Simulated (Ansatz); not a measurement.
A first, cheap relaxation of `CC(F)OC=N`.

```yaml
crystal:
  periodic: [false, false, false]
  atoms:
    - {symbol: C, position_ang: [-0.575500, -1.833600, 0.147000]}
    - {symbol: C, position_ang: [-0.520600, -0.321600, -0.216100]}
    - {symbol: F, position_ang: [-0.964300, -0.157500, -1.514900]}
    - {symbol: O, position_ang: [0.933700, 0.071000, -0.172000]}
    - {symbol: C, position_ang: [1.119300, 1.358500, -0.000800]}
    - {symbol: N, position_ang: [0.225700, 2.264100, 0.281700]}
    - {symbol: H, position_ang: [-1.632300, -2.129600, 0.054100]}
    - {symbol: H, position_ang: [0.023300, -2.374300, -0.554000]}
    - {symbol: H, position_ang: [-0.258500, -1.958900, 1.193200]}
    - {symbol: H, position_ang: [-1.152400, 0.275500, 0.472400]}
    - {symbol: H, position_ang: [2.183700, 1.577500, -0.050500]}
    - {symbol: H, position_ang: [0.695000, 3.173800, 0.393900]}
basis:
  gaussian: {orbitals: def2-SVP}
hamiltonian: {xc: pbe, dispersion: d4}
relax: {f_tol: 0.03, max_steps: 200}
```

```sh
$ ansatz run in.yaml --threads 4 --pin off --events-out ev --progress --plain --max-ram 10444MiB
```

Output, abridged:

```
Functional definition: PBE
mean field -9444.37768740 eV, -347.0744783829 hartree, gradient 1.3e-5 eV, S^2 0.000000; 0 other end points of the search recorded, 0 dependent functions left out
relax step   1: F+E_penalty+E_count = -9444.58279076 eV  Δ(F+E_penalty+E_count) = +0.000e0 eV  max|allowed force component| = 2.945e0 eV/Å  Δτ_max = 0.0000 Å  (31 SCF iters, accepted)
mean field -9444.59339095 eV, -347.0824053421 hartree, gradient 1.4e-5 eV, S^2 0.000000; 0 other end points of the search recorded, 0 dependent functions left out
relax step   2: F+E_penalty+E_count = -9444.79875862 eV  Δ(F+E_penalty+E_count) = -2.160e-1 eV  max|allowed force component| = 1.513e0 eV/Å  Δτ_max = 0.0794 Å  (31 SCF iters, accepted)
mean field -9444.64028281 eV, -347.0841285862 hartree, gradient 1.0e-5 eV, S^2 0.000000; 0 other end points of the search recorded, 0 dependent functions left out
relax step   3: F+E_penalty+E_count = -9444.84616700 eV  Δ(F+E_penalty+E_count) = -4.741e-2 eV  max|allowed force component| = 5.858e-1 eV/Å  Δτ_max = 0.0998 Å  (32 SCF iters, accepted)
mean field -9444.64100456 eV, -347.0841551101 hartree, gradient 9.6e-6 eV, S^2 0.000000; 0 other end points of the search recorded, 0 dependent functions left out
relax step   4: F+E_penalty+E_count = -9444.84795576 eV  Δ(F+E_penalty+E_count) = -1.789e-3 eV  max|allowed force component| = 5.358e-1 eV/Å  Δτ_max = 0.0793 Å  (31 SCF iters, accepted)
mean field -9444.66998224 eV, -347.0852200200 hartree, gradient 1.1e-5 eV, S^2 0.000000; 0 other end points of the search recorded, 0 dependent functions left out
relax step   5: F+E_penalty+E_count = -9444.87604938 eV  Δ(F+E_penalty+E_count) = -2.809e-2 eV  max|allowed force component| = 2.449e-1 eV/Å  Δτ_max = 0.0763 Å  (31 SCF iters, accepted)
mean field -9444.67172531 eV, -347.0852840766 hartree, gradient 1.0e-5 eV, S^2 0.000000; 0 other end points of the search recorded, 0 dependent functions left out
relax step   6: F+E_penalty+E_count = -9444.87761455 eV  Δ(F+E_penalty+E_count) = -1.565e-3 eV  max|allowed force component| = 1.864e-1 eV/Å  Δτ_max = 0.0349 Å  (31 SCF iters, accepted)
mean field -9444.67391897 eV, -347.0853646921 hartree, gradient 1.0e-5 eV, S^2 0.000000; 0 other end points of the search recorded, 0 dependent functions left out
relax step   7: F+E_penalty+E_count = -9444.87991055 eV  Δ(F+E_penalty+E_count) = -2.296e-3 eV  max|allowed force component| = 6.693e-2 eV/Å  Δτ_max = 0.0159 Å  (33 SCF iters, accepted)
mean field -9444.67434700 eV, -347.0853804220 hartree, gradient 1.0e-5 eV, S^2 0.000000; 0 other end points of the search recorded, 0 dependent functions left out
relax step   8: F+E_penalty+E_count = -9444.88036368 eV  Δ(F+E_penalty+E_count) = -4.531e-4 eV  max|allowed force component| = 2.064e-2 eV/Å  Δτ_max = 0.0104 Å  (33 SCF iters, accepted)
mean field -9444.67434700 eV, -347.0853804220 hartree, gradient 1.8e-5 eV, S^2 0.000000; 1 other end points of the search recorded, 0 dependent functions left out
Total energy: -9444.88039595 eV, -347.0929525812 hartree
Atom 0 at    -0.584831    -1.802645     0.137195 Å, force     0.010173    -0.001342     0.000215 eV/Å
Atom 1 at    -0.515775    -0.333350    -0.203616 Å, force    -0.003207    -0.000394     0.011510 eV/Å
Atom 2 at    -0.993218    -0.125038    -1.482537 Å, force    -0.000678     0.003060    -0.004544 eV/Å
Atom 3 at     0.849963     0.060033    -0.165851 Å, force     0.001310     0.001025    -0.003369 eV/Å
Atom 4 at     1.119398     1.378126     0.028846 Å, force    -0.006658    -0.001343     0.005702 eV/Å
Atom 5 at     0.223389     2.260928     0.219770 Å, force     0.006325    -0.015191    -0.009178 eV/Å
Atom 6 at    -1.628775    -2.159111     0.052187 Å, force    -0.003263     0.001293     0.001388 eV/Å
Atom 7 at     0.051217    -2.378048    -0.563432 Å, force    -0.001298    -0.000234     0.000668 eV/Å
Atom 8 at    -0.228417    -1.976676     1.170735 Å, force    -0.003078    -0.002900    -0.003817 eV/Å
Atom 9 at    -1.100745     0.320630     0.477729 Å, force     0.001427     0.000402    -0.001238 eV/Å
Atom 10 at     2.222116     1.519740     0.000932 Å, force     0.004086    -0.005014    -0.001202 eV/Å
Atom 11 at     0.662778     3.180312     0.362042 Å, force    -0.005139     0.020637     0.003865 eV/Å
Dipole moment:     0.269903    -0.020034     0.293063 e Å
```

It took 12 s on 4 threads of an Arm Neoverse V1 on a shared host, with 0.16 GiB of host memory at the peak.
